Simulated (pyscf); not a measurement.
Structures and frequencies: ωB97X-D3(BJ)/def2-SVP in PySCF.

Q: What is the homolytic dissociation enthalpy (298 K, ωB97M-D3(BJ)/def2-TZVP) of the N–Ti bond of H₂N–Ti(OH)(OH)–Cl, to NH₂• + [HO–Ti(OH)–Cl]•?

A: N–Ti to NH₂• + [HO–Ti(OH)–Cl]•: 312.7 kJ/mol. The 7 functionals that were run give +297.8 (M06-2X) to +358.6 kJ/mol (PBE). The radicals are drawn with the spin at the cut bond; how far it spreads was not checked. Other isomers of [HO–Ti(OH)–Cl]• were not searched in full and may lie lower. Open-shell species with a d-block atom are single-reference here; other states, and whether the spin sits on metal or ligand, were not checked.
